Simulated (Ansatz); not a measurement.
**CH₄AlCl (built from SMILES [CH3][AlH][Cl]): search for a transition state**

Is there a first-order saddle for this 1,1-elimination, which should form C2–H3 and break Al1–C2, Al1–H3, and which two structures does it connect?

The runs use Ansatz 0.2.0, Gaussian basis; PBE0-D4, def2-SVP first, then def2-TZVP.

114 further runs of the same task are left out: 114 set aside as unsound or not needed.

## 1. Where the work starts

The guess: 7 atoms, charge 0, spin multiplicity 1.

Atoms are counted from 1 here; the program's logs count them from 0.

Bond lengths: Al1–H3 1.540 Å, Al1–Cl4 2.067 Å, C2–H5 1.106 Å, C2–H6 1.108 Å, C2–H7 1.093 Å. Angles: H3–Al1–Cl4 150.6°, H5–C2–H6 107.7°, H5–C2–H7 109.9°, H6–C2–H7 110.0°.

Geometry (Å):

```
atom    x (Å)    y (Å)    z (Å)
 Al1  -0.2602  -1.1377   0.5993
  C2   0.1255   0.9386  -0.6147
  H3  -0.9524  -0.4100  -0.5679
 Cl4  -0.2016  -2.6727   1.9830
  H5   1.0024   0.2751  -0.7334
  H6  -0.0137   1.1231   0.4685
  H7   0.3000   1.8836  -1.1348
```

Distances that are to change: C2–H3 1.73 Å, Al1–C2 2.44 Å, Al1–H3 1.54 Å.

## 2. Relaxing the guess with the reacting distances held

Input file hold/in.yaml:

```yaml
crystal:
  periodic: [false, false, false]
  atoms:
    - {symbol: Al, position_ang: [-0.260200, -1.137700, 0.599300]}
    - {symbol: C, position_ang: [0.125500, 0.938600, -0.614700]}
    - {symbol: H, position_ang: [-0.952400, -0.410000, -0.567900]}
    - {symbol: Cl, position_ang: [-0.201600, -2.672700, 1.983000]}
    - {symbol: H, position_ang: [1.002400, 0.275100, -0.733400]}
    - {symbol: H, position_ang: [-0.013700, 1.123100, 0.468500]}
    - {symbol: H, position_ang: [0.300000, 1.883600, -1.134800]}
basis:
  gaussian: {orbitals: def2-SVP}
hamiltonian: {xc: pbe0, dispersion: d4}
relax: {f_tol: 0.04, max_steps: 150, escape_saddle: false, constraints: [{distance: [1, 2]}, {distance: [0, 1]}, {distance: [0, 2]}]}
```

Command:

```bash
> ansatz run in.yaml --threads 2 --pin off --events-out ev --progress --plain --max-ram 4352MiB
```

After this run come: Force constants to start from; Saddle search in the small basis; Saddle search in triple zeta; Checking the order of the point; Relaxing after a step of 0.30 Å one way along the mode; Relaxing after a step of 0.30 Å the other way along the mode.

Before running it: what results should come out? Wanted: imaginary mode; barrier from the start side; barrier from the end side; energy of the step; pairs that change; zero-point energy at the saddle.

As calculated:

| quantity | value |
| --- | --- |
| imaginary mode | 1458i cm⁻¹ |
| barrier from the start side | 329.4 kJ/mol |
| barrier from the end side | 280.7 kJ/mol |
| energy of the step | +48.7 kJ/mol |
| pairs that change | C2–H3 formed, Al1–C2 broken, Al1–H3 broken |
| zero-point energy at the saddle | 1.108 eV |

In words: The point has a single imaginary mode (1458i cm⁻¹), as a transition state must. Going downhill both ways gives the intended start and end. At PBE0-D4/def2-TZVP the electronic barrier is 329.4 kJ/mol, about 133 kT at 298 K, and the step runs 48.7 kJ/mol uphill. With so stiff a mode tunnelling counts: Wigner's rough correction is a factor of 3.1 at 298 K.
